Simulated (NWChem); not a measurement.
A series in which one site is exchanged, each optimised at PBE0/def2-SVP with NWChem, gas phase unless a solvent is named. Some are not confirmed as minima by frequencies. def2 effective core potentials on Sn; no spin-orbit coupling.

A: [SiH4] (SiH₄; site = Si)
B: [GeH4] (GeH₄; site = Ge)
C: [SnH4] (SnH4; site = Sn)
D: C (CH$_{4}$; site = C)

Question: Rank them by lowest singlet excitation, PBE/def2-SVPD, TDA (eV), lowest first.

Answer: C (7.39), B (8.09), A (8.55), D (9.89)
